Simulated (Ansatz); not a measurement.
The input, for Ansatz 0.2.0:

```yaml
crystal:
  periodic: [false, false, false]
  atoms:
    - {symbol: Ta, position_ang: [0.000000, 0.000000, 0.000000]}
    - {symbol: H, position_ang: [0.000000, 0.000000, 1.734000]}
basis:
  gaussian: {orbitals: def2-TZVP}
total_charge: 1
magnetization: {spin_polarized: false, initial_magnetization: 1}
correlation: {method: bccd_t, electrons: outside_noble_gas}
```

```sh
$ ansatz run in.yaml --threads 1 --pin off --events-out ev --progress --plain --max-ram 2393MiB
```

Log:

```
427 factors; integrals over basis functions are off by at most 8.5e-4 eV
mean field evaluation 1: about -1537.9127 eV, gradient 1.6e1 eV
mean field evaluation 2: about -1537.9153 eV, gradient 1.6e1 eV
mean field evaluation 4: about -1539.0130 eV, gradient 1.8e0 eV
mean field evaluation 8: about -1539.1152 eV, gradient 4.2e-1 eV
mean field evaluation 16: about -1539.1269 eV, gradient 2.6e-6 eV
mean field evaluation 32: about -1539.4393 eV, gradient 3.2e-4 eV
mean field evaluation 64: about -1539.1268 eV, gradient 3.2e-2 eV
mean field evaluation 96: about -1539.4393 eV, gradient 2.1e-6 eV
mean field evaluation 128: about -1539.4408 eV, gradient 5.6e-2 eV
mean field evaluation 160: about -1538.6921 eV, gradient 2.0e0 eV
...
cycle  62  -2.80393738 eV  change   -1.1e-5 eV  update   9.2e-6
cycle  63  -2.80394100 eV  change   -3.6e-6 eV  update   8.4e-6
cycle  64  -2.80394069 eV  change    3.0e-7 eV  update   8.4e-6
cycle  65  -2.80394109 eV  change   -4.0e-7 eV  update   8.4e-6
cycle  66  -2.80394033 eV  change    7.6e-7 eV  update   8.3e-6
cycle  67  -2.80394388 eV  change   -3.5e-6 eV  update   8.0e-6
cycle  68  -2.80394185 eV  change    2.0e-6 eV  update   6.9e-6
cycle  69  -2.80394475 eV  change   -2.9e-6 eV  update   5.9e-6
cycle  70  -2.80395024 eV  change   -5.5e-6 eV  update   5.3e-6
cycle  71  -2.80395073 eV  change   -4.9e-7 eV  update   4.8e-6
perturbative correction -0.21809690 eV, -0.0080149131 hartree
Total energy: -1542.14891772 eV, -56.6729274201 hartree
```

Ran on 1 thread of Arm Neoverse V2, shared host: 9 s wall, 0.13 GiB peak host memory.
